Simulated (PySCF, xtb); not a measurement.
# Ranking isomers of HN2Si+

5 gas-phase structures of HN2Si+, found in a search over its isomers (lower ones may exist). Each was relaxed with GFN2-xTB:

A. a singlet given by its coordinates
B. the triplet with the links of `N#[N+][SiH]`
C. the triplet with the links of `N=[N+]=[Si]`
D. `N=[N+]=[Si]`, a singlet
E. `N#[N+][SiH]`, a singlet

A (Å):

```yaml
atoms:
  - { symbol: N, position_ang: [-1.2750, -0.1152, 0.8483] }
  - { symbol: N, position_ang: [-0.0575, -0.1949, 0.8491] }
  - { symbol: Si, position_ang: [-0.7608, -1.5325, 1.9260] }
  - { symbol: H, position_ang: [0.5368, 0.4553, 0.3116] }
```

Close contacts (Å): N1–N2 1.22, N1–Si3 1.85, N2–Si3 1.86, N2–H4 1.03.

Q: Make a reasoned guess at their ranking by r2SCAN-D4/def2-SVP single-point energy.

A: Calculated order at r2SCAN-D4/def2-SVP: E (0.0), A (7.8), C (11.9), D (14.2), B (27.0) kcal/mol.

Energies above the lowest of each column, in kcal/mol; the last columns are at B3LYP-D3(BJ)/6-311G** geometries and were run for some of them only (a dash: not run or not comparable):

```
structure  GFN2-xTB  HF/STO-3G  r2SCAN-D4/def2-SVP  B3LYP-D3(BJ)/6-311G**  CCSD(T)/def2-TZVPP
        E       1.3        0.0                 0.0                    0.0                 0.0
        A      13.2        8.2                 7.8                   17.4                19.5
        C         –       25.8                11.9                   27.1                   –
        D       0.0       29.5                14.2                   23.7                29.9
        B         –       28.2                27.0                      –                   –
```

CCSD(T)/def2-TZVPP puts E lowest of those it was run on; GFN2-xTB picks D. Frequencies (GFN2-xTB) were run for A, D, E alone. GFN2-xTB has no spin polarisation and isn't compared across spin states. Open shells are spin-unrestricted, some with notable spin contamination. Large T1 diagnostics make some coupled-cluster values less sure.

Programs: PySCF 2.14.0, xtb 6.7.1 (Pople sets with spherical d functions).
